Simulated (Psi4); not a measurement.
## The standard entropy of CH2F2 (difluoromethane) from a frequency calculation

A singlet with charge 0, relaxed at B3LYP-D3(BJ)/def2-TZVP (density fitting) (Psi4 1.11):

```xyz
5

F    -1.0811    0.1926    0.6998
C     0.0101   -0.0170   -0.0872
F     1.0983   -0.1805    0.7148
H    -0.1428   -0.9332   -0.6598
H     0.1653    0.8644   -0.7114
```

Harmonic wavenumbers in cm⁻¹: 526, 1078, 1110, 1183, 1270, 1460, 1533, 3051, 3121.

Masses in u: F 18.998, C 12.011, H 1.008. Take T = 298.15 K, p = 1 bar, R = 8.3145 J/(mol K), kT/hc = 207.22 cm⁻¹, rigid rotor and harmonic oscillator.

Task: Work out S° at 298 K.

Result: 
1. Translation (Sackur–Tetrode): S = R[3/2 ln M + 5/2 ln T − 1.1517] with M = 52.023 gives 158.1 J/(mol K).
2. Rotation: principal moments 10.246, 48.120, 55.011 u Å² give A, B, C = 1.6453, 0.3503, 0.3064 cm⁻¹; the symmetry number is σ = 2; q = (√π/σ)√((kT/hc)³/ABC) = 6291; S = R(ln q + 3/2) = 85.2.
3. Vibration: with u = ν̃/207.22, each mode gives R[u/(eᵘ − 1) − ln(1 − e⁻ᵘ)]; the sum is 3.4, most from 526 cm⁻¹ (2.5), 1078 cm⁻¹ (0.3), 1110 cm⁻¹ (0.3).
4. Spin: R ln 1 = 0.0.
5. Sum: 158.1 + 85.2 + 3.4 + 0.0 = 246.7 J/(mol K).

The tabulated value is 246.7 J/(mol K) (CRC Handbook of Chemistry and Physics): the model is off by 0.0.
